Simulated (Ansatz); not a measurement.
For 1T (CdI2-type) PtSe2, LDA (Ansatz, a quantum-chemistry and plane-wave program, PAW) gives:

* **lattice parameter a**: 3.741 Å
* **lattice parameter c**: 4.762 Å

Problem. What does r²SCAN+rVV10 (plane waves, PAW; Ansatz) give for the same quantities?

Solution. 
- lattice constant a: 3.730 Å (falls by 0.3 %)
- lattice parameter c: 5.263 Å (grows by 11 %)

For comparison: lattice constant a 3.727 Å (measured, temperature not stated, not corrected to a static lattice; as tabulated in Björkman (2014), arXiv:1406.2436); lattice parameter c 5.074 Å (measured, temperature not stated, zero-point anharmonic expansion removed (computed with revB86b-DF2); no thermal correction; as tabulated in Björkman (2014), arXiv:1406.2436).

Changes are worked out from the printed values.

Unless a cell is named, each level is at its own relaxed cell (LDA 19.24, r²SCAN+rVV10 21.14 Å³/atom).

Levels without +SOC leave out spin–orbit coupling, which shifts energies and cells of such heavy elements.

Caveats: LDA has no dispersion term either, though it tends to give short spacings of layers, chains or molecules (LDA). Ansatz's density-functional and Hartree–Fock values are scalar-relativistic unless marked +SOC, with PAW data made under PBE.
